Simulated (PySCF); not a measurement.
Run record: geometry optimisation, `C1CCCCC1`.

Computed with PBE0-D3(BJ)/def2-SVP geometry optimisation, gas phase (PySCF 2.14.0). Start geometry: GFN2-xTB. A driver script takes a list of jobs; this job's settings line and coordinates (Å) are shown.

Input:
```
{"job": {"xc": "PBE0", "basis": "def2-SVP", "d3": "d3bj", "grid": 1, "kind": "geom"}, "charge": 0, "multiplicity": 1}
C      1.323558    -0.611187    -0.158883
C      1.167981     0.834911     0.302310
C     -0.113898     1.439291    -0.263361
C     -1.324966     0.612181     0.157627
C     -1.168958    -0.834220    -0.302503
C      0.113051    -1.438930     0.262434
H      1.416058    -0.634990    -1.247456
H      2.234471    -1.040534     0.264130
H      2.029880     1.423640    -0.019558
H      1.131483     0.864438     1.394052
H     -0.227387     2.468366     0.084621
H     -0.052108     1.460572    -1.354094
H     -2.235691     1.041140    -0.266163
H     -1.419040     0.637427     1.245847
H     -2.031376    -1.423105     0.017719
H     -1.130956    -0.863617    -1.394091
H      0.226188    -2.467453    -0.087487
H      0.052951    -1.461614     1.353199
```

Question: Estimate the output.

Answer: 
```
step   0  E = -235.43482415  max force = 0.012519
step   1  E = -235.43651984  max force = 0.002106
step   2  E = -235.43654443  max force = 0.000441
step   3  E = -235.43654484  max force = 0.000064
optimisation converged
```

Energies in Eh; «max force» is the largest Cartesian gradient component in Eh/bohr.

Question: Give the first gradient maximum in eV/Å.

Answer: With 1 Eh/bohr = 51.422 eV/Å, 0.644 eV/Å.

Question: How much energy does the optimisation release, in kcal/mol?

Answer: E(step 0) − E(last step) = 0.001721 Eh, which is 1.1 kcal/mol.

Summary of the converged run: final energy -235.43654 Eh after 3 steps; dipole 0.00 D.

Question: Where do the atoms end?

Answer: 0.029 Å rms from the input after alignment:
```
atom  x, y, z in Å
C1     1.3162   -0.6177   -0.1553
C2     1.1657    0.8349    0.2875
C3    -0.1274    1.4487   -0.2417
C4    -1.3436    0.6159    0.1533
C5    -1.1931   -0.8368   -0.2894
C6     0.1000   -1.4506    0.2398
H7     1.4343   -0.6498   -1.2540
H8     2.2357   -1.0552    0.2667
H9     2.0351    1.4287   -0.0387
H10    1.1596    0.8767    1.3922
H11   -0.2371    2.4849    0.1180
H12   -0.0736    1.5082   -1.3443
H13   -2.2631    1.0534   -0.2688
H14   -1.4619    0.6481    1.2520
H15   -2.0626   -1.4306    0.0369
H16   -1.1871   -0.8786   -1.3941
H17    0.2097   -2.4867   -0.1200
H18    0.0463   -1.5101    1.3424
```

On one thread, Arm Neoverse N1 (aarch64), no GPU (shared host), this took 37 s wall and 0.65 GiB of memory at its peak.
Labels such as C1 count atoms from 1, the log's own numbers from 0.
